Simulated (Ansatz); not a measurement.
# AsH₂, doublet in cc-pVDZ: errors against full CI

Geometry: a point of a breathe scan, not a stationary point.

```xyz
3

As    0.0000   -0.0365    0.0000
H     0.0000    1.3568   -1.4106
H     0.0000    1.3568    1.4106
```

Basis cc-pVDZ; Ansatz 0.2.0. Correlated methods freeze the noble-gas cores and the filled d shells of p-block atoms, which leaves 7 electrons in 23 orbitals. Prefix R: restricted or restricted open-shell reference; prefix U: unrestricted. Active spaces: pair = (3e, 3o) about the gap; valence = (7e, 6o) chosen from the atoms' valence shells. No spin–orbit coupling is included, and no scalar relativity.

Full CI is exact within this basis and frozen core; it isn't the basis-set limit. The frozen core follows each run's orbitals, which can shift R against U totals by a few meV for light atoms and by up to 0.1 eV past Ca.

For open shells CISD is restricted-active-space CI with the open shells as a complete middle space.

```
UHF ⟨S²⟩                          : 1.073
T1 diagnostic (RCCSD)             : 0.0283
largest doubles amplitude (RCCSD) : 0.105
```

| level | E − E(full CI) (meV) | share of correlation (%) | wall time |
| --- | --- | --- | --- |
| RHF | 4036 | 0.00 | – |
| RMP2 | 1062 | 73.68 | – |
| CISD | 387 | 90.42 | 0.85 s |
| RCCSD | 156 | 96.14 | – |
| RCCSD(T) | 33 | 99.18 | 1.2 s |
| BCCD(T) | 34 | 99.17 | 1.6 s |
| RCCSDT | 5 | 99.88 | – |
| RCCSDT(Q) | 0 | 99.99 | 6 s |
| CASSCF (pair space) | 3214 | 20.37 | – |
| NEVPT2 (pair space) | 786 | 80.52 | 1.2 s |
| MRCISD (pair space) | 227 | 94.38 | – |
| MRCISD+Q (pair space) | -42 | 101.04 | 1.4 s |
| CASSCF (valence space) | 2287 | 43.32 | – |
| NEVPT2 (valence space) | 517 | 87.19 | 1 s |
| MRCISD (valence space) | 92 | 97.73 | – |
| MRCISD+Q (valence space) | -16 | 100.41 | 1.4 s |

The correlation energy at full CI, counted from RHF, is -4.036 eV. That run took 37 s on 1 thread of Arm Neoverse V1, shared host over 3,920,760 determinants.

Run but not shown, since their state or frozen core can't be matched to the reference's or they repeat it: UHF, UMP2, UCCSD, UCCSD(T), UCCSDT, UCCSDT(Q).

Times hold each run's SCF and search for its determinant on a shared host, so for small cases they say little of a method's own cost; they ran on 1 thread of Arm Neoverse V1.

More than 5 meV below full CI, which no variational method can be: MRCISD+Q (pair space), MRCISD+Q (valence space).

The full-CI state has the irrep B1 of C2v, in the program's axes.

Natural occupations of full CI about the gap: 1.958 1.886 1.884 0.991 0.108 0.098 0.011 0.010 0.010 0.009; effectively unpaired electrons, Σ n²(2−n)², 1.18.
